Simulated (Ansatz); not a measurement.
```yaml
crystal:
  periodic: [false, false, false]
  atoms:
    - {symbol: B, position_ang: [-1.877870, -0.149810, -0.001830]}
    - {symbol: Si, position_ang: [-0.033329, 0.127113, 0.001046]}
    - {symbol: N, position_ang: [1.516255, -0.139251, -0.000684]}
basis:
  gaussian: {orbitals: def2-TZVP}
hamiltonian: {xc: pbe0}
relax: {f_tol: 0.004, max_steps: 80}
```

```sh
$ ansatz run in.yaml --threads 1 --pin off --events-out ev --progress --plain --max-ram 2176MiB
```

Steps of the relaxation (energy above the last step; positions in Å, forces in eV/Å):

```
3
step 1, 5363.7 meV
B    -1.878   -0.150   -0.002   -4.147   -0.770   -0.008
Si   -0.033    0.127    0.001    3.680    1.026    0.010
N     1.516   -0.139   -0.001    0.467   -0.256   -0.002
```

```
3
step 2, 4989.8 meV
B    -1.956   -0.165   -0.002   -1.847   -0.400   -0.004
Si    0.006    0.154    0.001    1.790    0.538    0.005
N     1.555   -0.151   -0.001    0.057   -0.137   -0.001
```

```
3
step 3, 4840.0 meV
B    -2.033   -0.193   -0.002   -0.263   -0.119   -0.001
Si    0.052    0.207    0.002    0.498    0.153    0.001
N     1.587   -0.176   -0.001   -0.236   -0.034    0.000
```

```
3
step 9, 3178.2 meV
B    -1.281   -0.559   -0.005    2.564   -1.074   -0.008
Si    0.182    0.963    0.008    1.143    0.700    0.006
N     0.704   -0.566   -0.004   -3.707    0.374    0.002
```

```
3
step 14, 1.2 meV
B    -0.985   -0.641   -0.006    0.153    0.045    0.000
Si    0.256    1.067    0.009   -0.028   -0.060   -0.001
N     0.334   -0.587   -0.005   -0.125    0.014    0.000
```

```
3
step 16, 0.0 meV
B    -0.975   -0.621   -0.005    0.002   -0.006    0.000
Si    0.242    1.060    0.009    0.005    0.009    0.000
N     0.338   -0.601   -0.005   -0.006   -0.003    0.000
```

```
3
step 17, 0.0 meV
B    -0.976   -0.622   -0.005    0.000    0.000    0.000
Si    0.243    1.061    0.009    0.000    0.000    0.000
N     0.338   -0.600   -0.005    0.000    0.000    0.000
```

Close pairs at the end: B1–N3 1.314 Å, Si2–N3 1.664 Å, B1–Si2 2.078 Å.

A stationary point of restricted PBE0 after 17 steps (its stability towards spin polarisation wasn't tested); no frequencies were run, so it isn't proven a minimum. 34 s on 1 thread of Arm Neoverse V1, shared host.
